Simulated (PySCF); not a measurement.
## What builds the first ionisation energy along group 14

Calculated with PySCF 2.14 from differences of total energies of unrestricted determinants, without spin-orbit coupling. Each column adds one step, in eV (sums use unrounded values): valence MP2, valence CCSD, valence triples, then the next inner shell at CCSD(T) (C 1s, Si 2s 2p, Ge 3s 3p 3d, Sn 4s 4p 4d, Pb 5s 5p 5d). References (NIST) marked * lie between the lowest fine-structure levels; the others compare directly ((s) semi-empirical, (t) theoretical).

| element | UHF | + MP2 | + CCSD | + (T) | + inner shell | sum | reference |
| --- | --- | --- | --- | --- | --- | --- | --- |
| C [He] 2s2 2p2 → [He] 2s2 2p1 (aug-cc-pwCVDZ, non-relativistic) | 10.804 | 0.336 | -0.094 | 0.016 | 0.012 | 11.074 | 11.262 |
| Si [Ne] 3s2 3p2 → [Ne] 3s2 3p1 (aug-cc-pwCVDZ, non-relativistic) | 7.650 | 0.320 | 0.031 | 0.018 | -0.020 | 7.998 | 8.157 |
| Ge [Ar] 3d10 4s2 4p2 → [Ar] 3d10 4s2 4p1 (aug-cc-pwCVDZ-PP with ECP10MDF, ECP) | 7.409 | 0.281 | 0.028 | 0.015 | 0.024 | 7.756 | 7.925 |
| Sn [Kr] 4d10 5s2 5p2 → [Kr] 4d10 5s2 5p1 (aug-cc-pwCVDZ-PP with ECP28MDF, ECP) | 6.856 | 0.237 | 0.029 | 0.013 | 0.015 | 7.150 | 7.389 |
| Pb [Xe] 4f14 5d10 6s2 6p2 → [Xe] 4f14 5d10 6s2 6p1 (aug-cc-pwCVDZ-PP with ECP60MDF, ECP) | 6.572 | 0.209 | 0.032 | 0.009 | 0.020 | 6.842 | 7.417 * |

Double-zeta sets recover only part of the correlation energy.

What remains against the references is mostly basis incompleteness and, for starred values, spin-orbit coupling.

Q: What share of the correlation contribution for Pb comes from the inner shell?

A: The four steps add to 0.270 eV, of which the inner shell gives 0.020 eV, or 7 %.
